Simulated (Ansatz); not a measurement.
CH6, singlet: a pair in one relaxed arrangement.

in.yaml

```yaml
crystal:
  periodic: [false, false, false]
  atoms:
    - {symbol: C, position_ang: [-0.082631, -0.019799, -1.052510]}
    - {symbol: H, position_ang: [-0.238572, 0.835318, -1.709605]}
    - {symbol: H, position_ang: [0.056706, -0.918777, -1.652285]}
    - {symbol: H, position_ang: [-0.952499, -0.144803, -0.407993]}
    - {symbol: H, position_ang: [0.803508, 0.149680, -0.441246]}
    - {symbol: H, position_ang: [0.142597, -0.036769, 2.274482]}
    - {symbol: H, position_ang: [0.270893, 0.135051, 2.989257]}
basis:
  gaussian: {orbitals: def2-SVP}
hamiltonian: {xc: {name: wB97M-V}}
```

Run by:

```bash
ansatz run in.yaml --threads 2 --pin off --events-out ev --progress --plain --max-ram 5222MiB
```

The run's output (Ansatz 0.2.0):

```
Functional definition: wB97M-V
  name "wB97M-V"
  cite "Mardirossian & Head-Gordon, J. Chem. Phys. 144, 214110 (2016) doi:10.1063/1.4952647"
  cite "Becke, J. Chem. Phys. 107, 8554 (1997) doi:10.1063/1.475007"
  cite "Vydrov & Van Voorhis, J. Chem. Phys. 133, 244103 (2010) doi:10.1063/1.3521275"
  # Of w^i u^j: cxij and so on, Table III.
  parameter omega = 0.3/bohr
  parameter cx = 0.15
  parameter cx01 = 1.007
  parameter cx10 = 0.259
  parameter css00 = 0.443
  parameter css04 = -1.437
  parameter css10 = -4.535
  parameter css20 = -3.390
  parameter css43 = 4.278
  parameter cos00 = 1.000
  parameter cos10 = 1.358
  parameter cos20 = 2.924
  parameter cos21 = -8.812
  parameter cos60 = -1.390
  parameter cos61 = 9.142
  parameter b = 6.0
  parameter c = 0.01
  gx(w, u) = 1 - cx + cx01*u + cx10*w
  gss(w, u) = css00 + css04*u^4 + css10*w + css20*w^2 + css43*w^4*u^3
  gos(w, u) = cos00 + cos10*w + (cos20 + cos21*u)*w^2 + (cos60 + cos61*u)*w^6
  exchange = spin_sum(e_x_unif_sr(omega)*gx(b97_w, b97_u_x)) + cx*exact_x_sr(omega) + exact_x_lr(omega)
  correlation = spin_sum(e_c_pw_mod_same_spin*gss(b97_w, b97_u_same))
      + integral(e_c_pw_mod_opposite_spin*gos(b97_w_opposite, b97_u_opposite)) + vv10(b, c)
506 factors; their error is unknown
150 factors; integrals over basis functions are off by at most 2.3e-5 eV
mean field evaluation 1: about -1130.0999 eV, gradient 2.7e1 eV
mean field evaluation 2: about -1131.0485 eV, gradient 1.8e1 eV
mean field evaluation 4: about -1131.8621 eV, gradient 8.0e-2 eV
mean field evaluation 8: about -1131.8582 eV, gradient 7.1e-4 eV
mean field -1131.85816997 eV, -41.5950205454 hartree, gradient 2.2e-5 eV, S^2 0.000000; 0 other end points of the search recorded, 0 dependent functions left out
reference -1131.85820415 eV, -41.5950218013 hartree; 6, 6 occupied and 38, 38 virtual orbitals, 506 factors
Total energy: -1131.85820415 eV, -41.5950218013 hartree
```

The lines “mean field evaluation” count trial sets of orbitals through the whole run, from several starts and some on an approximate energy, so they need not fall steadily or lie above the final value.

The run took about 1.1 s on 2 CPU threads of an Arm Neoverse V1 (shared host).
